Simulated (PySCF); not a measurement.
## How methods differ on the ionisation energy of C

C [He] 2s2 2p2 (3P) → C+ [He] 2s2 2p1 (2P), as a difference of total energies. All numbers are calculated (PySCF 2.14, scalar relativity by spin-free X2C-1e, in x2c-QZVPPall with one added diffuse shell each of s, p, d, f type (8s5p4d3f1g, 73 functions)). Correlated levels: valence: 1s2 frozen. The calculations carry no spin-orbit coupling.

```csv
method,ionisation energy (eV)
UHF,10.797
MP2 (valence),11.277
SCS-MP2 (valence),11.144
CCSD (valence),11.172
CCSD(T) (valence),11.203
```

Q: How much does correlation contribute at CCSD(T) (valence)?

A: 11.203 − (10.797) = 0.406 eV, measured against UHF.

Errors of the correlated levels include the incompleteness of this basis and the frozen core.

For comparison: 11.262 eV (measured; NIST levels, between the centres of gravity of the two terms).
